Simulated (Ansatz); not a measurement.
Energy on a grid of two coordinates

AlH2S (SMILES [AlH][SH]), doublet, PBE0-D4/def2-TZVP minimum:

Al1  (0.408, -1.113, -0.033)
S2  (0.915, 0.961, -0.559)
H3  (-1.018, -1.350, 0.658)
H4  (-0.250, 1.442, -0.086)
(Å)

Rows set the bond length S2–H4 (Å; 1.346 at the minimum), columns the angle Al1–S2–H4 (°; 93.1), set in this order; the parts move rigidly, in a bend the first-named atom's side turns in the plane, and in a torsion the whole end group turns. CCSD(T) energies count from the value at that structure, in eV. Computed with Ansatz 0.2.0 (basis: def2-TZVPP); correlated methods freeze the cores; orbitals are unrestricted.

```
S2–H4 \ Al1–S2–H4   63.1   73.1   83.1   93.1  103.1  113.1  123.1
            1.211  0.653  0.447  0.329  0.285  0.311  0.403  0.550
            1.250  0.487  0.285  0.171  0.131  0.159  0.252  0.400
            1.308  0.354  0.160  0.052  0.016  0.047  0.142  0.292
            1.375  0.327  0.144  0.044  0.013  0.047  0.144      ?
            1.449  0.411  0.241  0.150  0.124  0.161  0.259  0.411
            1.529      ?  0.435  0.353      ?  0.371  0.469  0.621
            1.615  0.841  0.707  0.635  0.617  0.657  0.754  0.904
```

**Question.** Fill in the withheld cells. (An estimate is asked for; the value comes from the calculation.)

**Answer.** Computed: (1.375, 123.1): 0.295; (1.529, 63.1): 0.588; (1.529, 93.1): 0.332 eV. These count from the CCSD(T) energy at the PBE0-D4 minimum.

The same grid for a cheaper method: r2SCAN-D4 − CCSD(T), both counted from the minimum, in eV:
```
S2–H4 \ Al1–S2–H4    63.1    73.1    83.1    93.1   103.1   113.1   123.1
            1.211  -0.011   0.000   0.009   0.013   0.014   0.012   0.006
            1.250  -0.015  -0.003   0.005   0.009   0.010   0.007   0.000
            1.308  -0.020  -0.007   0.001   0.004   0.003  -0.002  -0.009
            1.375  -0.026  -0.011  -0.004  -0.003  -0.006  -0.011  -0.020
            1.449  -0.034  -0.015  -0.008  -0.009  -0.014  -0.022  -0.032
            1.529  -0.041  -0.017  -0.010  -0.013  -0.021  -0.032  -0.044
            1.615  -0.050  -0.017  -0.009  -0.015  -0.027  -0.041  -0.056
```

No T1 diagnostic of these runs exceeds 0.019. ⟨S²⟩ of the unrestricted Hartree–Fock references: 0.75 to 0.76 (a pure state has 0.75).

For scale, one of the runs: CCSD(T)/def2-TZVPP, 112 basis functions (an equivalent command: `ansatz run in.yaml --threads 2`). Time: 12 s of wall clock on 2 CPU threads; the host was shared. Peak host memory: 0.73 GiB.
